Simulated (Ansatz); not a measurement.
# How far each method lies from full CI for SnH2⁺, doublet

Geometry: a point of a stretch scan, not a stationary point.

```xyz
3

Sn    0.0000    0.0000    0.0585
H     0.0000    0.0000   -1.7725
H     0.0000    0.0000    1.7139
```

Basis def2-SVP with its core potentials; Ansatz 0.2.0. Correlated methods freeze the noble-gas cores and the filled d shells of p-block atoms, which leaves 5 electrons in 27 orbitals. R marks a restricted (for open shells ROHF) determinant, U an unrestricted one. Active spaces: pair = (3e, 3o) about the gap; valence = (5e, 6o) chosen from the atoms' valence shells. No spin–orbit coupling is included; scalar relativity enters through the core potentials alone.

Full CI is exact within this basis and frozen core; it isn't the basis-set limit. The frozen core follows each run's orbitals, which can shift R against U totals by a few meV for light atoms and by up to 0.1 eV past Ca.

- UHF ⟨S²⟩: 0.791
- T1 diagnostic (RCCSD): 0.0257
- largest doubles amplitude (RCCSD): 0.144

```tsv
level	E − E(full CI) (meV)	share of correlation (%)	wall time
RHF	2325	0.00	–
RMP2	655	71.84	–
RCCSD	61	97.39	–
RCCSD(T)	16	99.30	1.6 s
BCCD(T)	16	99.33	1.2 s
RCCSDT	1	99.96	–
RCCSDT(Q)	0	100.02	3.8 s
CASSCF (pair space)	1663	28.46	–
NEVPT2 (pair space)	498	78.58	1.1 s
MRCISD (pair space)	66	97.14	–
MRCISD+Q (pair space)	-12	100.52	1.3 s
CASSCF (valence space)	978	57.93	–
NEVPT2 (valence space)	292	87.43	1.3 s
MRCISD (valence space)	23	99.01	–
MRCISD+Q (valence space)	-2	100.07	1.6 s
MRCISD+Q(relaxed) (valence space)	-18	100.79	1.8 s
```

The correlation energy at full CI, counted from RHF, is -2.325 eV. That run took 3.4 s on 1 thread of Intel Xeon Platinum 8488C, shared host over 256,590 determinants.

Run but not shown, since their state or frozen core can't be matched to the reference's or they repeat it: UHF, UMP2, UCCSD, UCCSD(T), UCCSDT, UCCSDT(Q).

Times hold each run's SCF and search for its determinant on a shared host, so for small cases they say little of a method's own cost; they ran on 1 thread of Intel Xeon Platinum 8488C.

Not variational, and here over 5 meV under the exact energy: MRCISD+Q (pair space), MRCISD+Q(relaxed) (valence space).

The full-CI state has the irrep B1 of C2v, in the program's axes (one component, if the state is degenerate).

Natural occupations of full CI about the gap: 1.947 1.912 0.989 0.084 0.017 0.014 0.008 0.005 0.005 0.004; effectively unpaired electrons, Σ n²(2−n)², 1.07.
